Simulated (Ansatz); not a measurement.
Anatase TiO2 (metastable phase), treated with LDA in Ansatz (plane waves, PAW).

Run with plane-wave cutoff 520 eV, 12×12×12 k mesh, Fermi–Dirac smearing 0.01 eV, no spin polarisation, scalar-relativistic PAW data made under PBE.

Shape and atoms are relaxed at each volume.

Pressure at four volumes; x = ln(V/11.018 Å³). One pressure is withheld.

```csv
V (Å³/atom),x,P (GPa)
10.578,-0.0408,8.07
11.018,0.0000,0.00
11.239,0.0199,-3.71
11.459,0.0392,?
```

Q: Pass a parabola P(x) through the three rows shown, estimate the bulk modulus and its pressure derivative near zero pressure, and predict the withheld pressure.

A: Slopes between the rows: (0.00 − (8.07))/(0.0000 − (-0.0408)) = -197.79 and (-3.71 − (0.00))/(0.0199 − (0.0000)) = -186.43 GPa. Their difference over the span 0.0607 is c = 11.36/0.0607 = 187.1 GPa, so P(x) = 8.07 + (-197.79)(x − (-0.0408)) + 187.1 (x − (-0.0408))(x − (0.0000)). At the middle row B = −dP/dx = −[-197.79 + 187.1 × 0.0408] = 190.2 GPa, and B′ = dB/dP = 2c/B = 2.0. At x = 0.0392 the parabola gives -7.17 GPa; the run gives -7.18 GPa. The Birch–Murnaghan fit to the energies at all volumes has B0 = 191 GPa and B′ = 2.0.

Ansatz is a program for electronic structure.
